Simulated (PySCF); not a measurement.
Level sweep

C5H11N.
SMILES: `C=CN(C)CC`

PySCF, dipoles from the SCF density, polarisabilities from static response with core orbitals frozen. Geometry: PBE0-D3(BJ)/def2-SVP, one conformer, isolated molecule.

The anisotropy is √(½[(α1 − α2)² + (α2 − α3)² + (α3 − α1)²]).

| level | μ (D) | α (au) | anisotropy (au) |
| --- | --- | --- | --- |
| LDA/def2-SVPD | 1.881 | 78.68 | 31.00 |
| PBE/def2-SVPD | 1.841 | 77.48 | 30.81 |
| B3LYP/def2-SVPD | 1.794 | 75.41 | 29.67 |
| PBE0/def2-SVPD | 1.794 | 74.64 | 29.31 |
| BHandHLYP/def2-SVPD | 1.739 | 72.80 | 28.36 |
| CAM-B3LYP/def2-SVPD | 1.776 | 74.13 | 28.93 |
| wB97X-D/def2-SVPD | 1.799 | 74.18 | 28.57 |
| LC-wPBE/def2-SVPD | 1.764 | 72.14 | 28.21 |
| HF/def2-SVPD | 1.698 | 70.44 | 27.00 |
| PBE0/6-31G* | 1.645 | 61.20 | 33.37 |
| PBE0/def2-SVP | 1.734 | 64.22 | 31.97 |
| PBE0/def2-TZVP | 1.784 | 72.72 | 30.93 |

The dipole runs from 1.64 D (PBE0/6-31G*) to 1.88 D (LDA/def2-SVPD). No reference polarisability is at hand; against PBE0 in the largest diffuse basis at hand (def2-SVPD) the other PBE0 rows deviate by 6-31G* -18%, def2-SVP -14%, def2-TZVP -3%. In one basis (def2-SVPD) the functionals order the polarisability from HF (lowest) to LDA (highest), a spread of 12%. With PBE0 the polarisability is 66.05 au without diffuse functions (mean of 6-31G*, def2-SVP and def2-TZVP) and 74.64 au with them (def2-SVPD).
